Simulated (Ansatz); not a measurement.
Task: a single point in a Gaussian basis of C₃H₄ClFO, SMILES FCO/C=C/Cl, with the Python package of Ansatz (0.2.0). Give the script and its output. Settings: MP2, cc-pVDZ basis, multiplicity 1.

```xyz
10

F    -2.7505   -0.3324    0.4967
C    -1.6562   -0.0095   -0.2412
O    -0.5162   -0.3618    0.5352
C     0.6625   -0.0410   -0.0837
C     1.8177   -0.0260    0.5793
Cl    3.3092    0.3596   -0.1667
H    -1.6848    1.0669   -0.4389
H    -1.6932   -0.5831   -1.1727
H     0.5960    0.1801   -1.1411
H     1.9154   -0.2527    1.6331
```

The script, `c3h4clfo.py`:
```python
# -*- coding: utf-8 -*-
"""Single point of C3H4ClFO."""

from pathlib import Path
import json

import ansatz as az
import numpy as np
import pandas as pd

config = {
    "basis": "cc-pVDZ",
    "method": "mp2",
}

GEOMETRY = """
F    -2.75050   -0.33240    0.49670
C    -1.65620   -0.00950   -0.24120
O    -0.51620   -0.36180    0.53520
C     0.66250   -0.04100   -0.08370
C     1.81770   -0.02600    0.57930
Cl    3.30920    0.35960   -0.16670
H    -1.68480    1.06690   -0.43890
H    -1.69320   -0.58310   -1.17270
H     0.59600    0.18010   -1.14110
H     1.91540   -0.25270    1.63310
"""

c3h4clfo = az.Crystal.molecule()
for line in GEOMETRY.strip().splitlines():
    symbol, *xyz = line.split()
    c3h4clfo = c3h4clfo.atom(symbol, [float(v) for v in xyz])

model = (
    c3h4clfo.calculation()
    .basis(gaussian=config["basis"])  # the orbital basis, by name
    .correlation(config["method"])  # correlation on top of the mean field
    .forces()  # eV per angstrom
    .orbitals()
)
out = model.run(threads=1, runs_dir="c3h4clfo_runs")
report = out.report

print(f"E = {report['free_energy_ev']:.6f} eV = {report['free_energy_ev'] / 27.211386246:.7f} Ha")
print("converged:", report["converged"], " doubts:", report["published_state_doubts"] or "none")

print("correlation energy", round(report["free_energy_ev"] - report["reference_energy_ev"], 5), "eV")
cluster = report["correlation"].get("coupled_cluster")
if cluster:
    print("cycles", cluster["cycles"], " T1 diagnostic", round(cluster["t1_diagnostic"], 4), " largest double", round(cluster["largest_double"], 4))

symbols = [site.symbol for site in c3h4clfo.cartesian_sites]
forces = np.array(report["forces_ev_ang"])
print("largest force", round(float(np.linalg.norm(forces, axis=1).max()), 4), "eV/A, rms", round(float(np.sqrt((forces ** 2).mean())), 4))

charges = report["charge_distribution"]
table = pd.DataFrame({"atom": symbols, "mulliken": charges["mulliken_charges_e"], "lowdin": charges["lowdin_charges_e"]})
print(table.round(3).to_string())
print("dipole (e A):", np.round(charges["dipole_moment_e_ang"], 4) + 0.0)

lines = Path(report["orbitals_path"]).read_text().splitlines()
field_of = lambda key: [line.split("=")[1].strip() for line in lines if line.startswith(key)]
orbitals = [(27.211386 * float(e), s, float(n)) for e, s, n in zip(field_of("Ene="), field_of("Spin="), field_of("Occup="))]
homo = max(e for e, _, n in orbitals if n > 0.5)
lumo = min(e for e, _, n in orbitals if n < 0.5)
print(f"HOMO {homo:.3f} eV, LUMO {lumo:.3f} eV, gap {lumo - homo:.3f} eV")
with open("c3h4clfo.json", "w") as handle:
    json.dump({k: report[k] for k in ("free_energy_ev", "reference_energy_ev", "n_occupied", "n_virtual")}, handle, indent=1)
```

```console
$ python c3h4clfo.py
E = -20424.999918 eV = -750.6049024 Ha
converged: True  doubts: none
correlation energy -24.53618 eV
largest force 0.9926 eV/A, rms 0.339
  atom  mulliken  lowdin
0    F    -0.228   0.140
1    C     0.373  -0.134
2    O    -0.302   0.221
3    C     0.192  -0.166
4    C    -0.145  -0.294
5   Cl    -0.060   0.268
6    H     0.031  -0.025
7    H     0.031  -0.025
8    H     0.031   0.005
9    H     0.076   0.009
dipole (e A): [-0.1187  0.1258 -0.3231]
HOMO -9.510 eV, LUMO 4.063 eV, gap 13.573 eV
```

File `c3h4clfo.json` afterwards:
```json
{
 "free_energy_ev": -20424.99991752408,
 "reference_energy_ev": -20400.463741974345,
 "n_occupied": [
  18,
  18
 ],
 "n_virtual": [
  80,
  80
 ]
}
```

Caveats:
- Total energies depend on the basis set; only differences at equal settings carry meaning.
- The geometry is a force-field or estimated start, not a minimum of this method, and the basis set is short of its limit.
- The Löwdin charges here are taken after orthogonalising the functions within each atom; they differ from plain Löwdin charges, and their signs can be unphysical.
- Levels such as HOMO and LUMO are orbital energies: in Hartree-Fock the gap is too wide and the LUMO hangs on the basis.
- Inner cores stay frozen, so this is valence correlation.
- Finished in 4.6 s on 1 thread of Arm Neoverse V2, with other jobs on the host, peak memory 0.35 GiB.
